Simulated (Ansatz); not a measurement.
**CH2 (singlet): from Hartree-Fock to the top rungs, aug-cc-pVTZ**

One table from this session's results is given with a row withheld; the runs are named, their logs left out.

Computed with Ansatz 0.2.0, Gaussian basis. Level: aug-cc-pVTZ, core rule «outside noble gas», up to 1 orbitals frozen.

To be run: UHF; CCSD(T) on RHF; CCSD(T) on UHF; BCCD(T) on RHF; CCSDT(Q) on RHF; CCSDT(Q) on UHF; CASSCF and MRCISD+Q, 6 electrons in 6 orbitals; CASSCF and MRCISD+Q(relaxed), 6 electrons in 6 orbitals; CASSCF and NEVPT2, 6 electrons in 6 orbitals.

5 further runs of the same task are left out: 5 set aside as unsound or not needed. Runs told in other sessions of the task aren't counted.

## The geometry

The geometry is a PBE0/def2-TZVPD stationary point (not a proven minimum) of the parent state, kept for this charge and spin.

3 atoms, charge 0, spin multiplicity 1.

Atoms are counted from 1 here; the program's logs count them from 0.

Bond lengths: C1–H2 1.125 Å, C1–H3 1.125 Å. Angles: H2–C1–H3 101.0°.

Set-up of the first run:

in.yaml reads:

```yaml
crystal:
  periodic: [false, false, false]
  atoms:
    - {symbol: C, position_ang: [0.000000, -0.102916, 0.000000]}
    - {symbol: H, position_ang: [0.000000, 0.613177, -0.867919]}
    - {symbol: H, position_ang: [0.000000, 0.613177, 0.867919]}
basis:
  gaussian: {orbitals: aug-cc-pVTZ}
magnetization: {spin_polarized: true, initial_magnetization: 0}
hamiltonian: {xc: hf}
output: {orbitals: {seedname: orbitals}}
```

On the command line:

```
> ansatz run in.yaml --threads 1 --pin off --events-out ev --progress --plain --max-ram 2816MiB --backend cpu
```

Among the steps run: UHF; CCSD(T) on RHF; CCSD(T) on UHF; BCCD(T) on RHF; CCSDT(Q) on RHF; CCSDT(Q) on UHF; CASSCF and MRCISD+Q, 6 electrons in 6 orbitals; CASSCF and MRCISD+Q(relaxed), 6 electrons in 6 orbitals; CASSCF and NEVPT2, 6 electrons in 6 orbitals.

One table of the session follows, with a row left open; its other results are not shown here.

| method | from RCCSDT(Q) (meV) |
| --- | --- |
| RHF | +4705.7 |
| UHF | ? |
| RMP2 | +855.8 |
| UMP2 | +780.5 |
| RCCSD | +168.1 |
| UCCSD | +156.1 |
| RCCSD(T) | +27.9 |
| UCCSD(T) | +40.5 |
| BCCD(T) | +27.8 |
| RCCSDT | +5.7 |
| UCCSDT | +8.7 |
| RCCSDT(Q) | 0 |
| UCCSDT(Q) | +1.8 |
| CASSCF valence | +2995.2 |
| NEVPT2 valence | +701.6 |
| MRCISD valence | +132.7 |
| MRCISD+Q valence | +16.9 |
| MRCISD+Q(relaxed) valence | -15.7 |

Q: Estimate the row for UHF from the others.

As computed: from RCCSDT(Q) (meV): +4229.2. In the column «from RCCSDT(Q) (meV)» it lies between CASSCF valence (+2995.2) and RHF (+4705.7).

Caveats from the session: The determinant of HF (⟨S²⟩ 0.71) is far from a pure spin state, so its energy mixes those of several spin states; that is harmless only where they are near-degenerate. The determinant of CCSD(T) (⟨S²⟩ 0.71) is far from a pure spin state, so its energy mixes those of several spin states; high orders of coupled cluster remove much of that, low ones don't. The determinant of CCSDT(Q) (⟨S²⟩ 0.71) is far from a pure spin state, so its energy mixes those of several spin states; high orders of coupled cluster remove much of that, low ones don't. Restricted and unrestricted rows rest on different reference determinants; a gap between their highest levels can come from leftover correlation error, from unlike frozen cores or from another state.
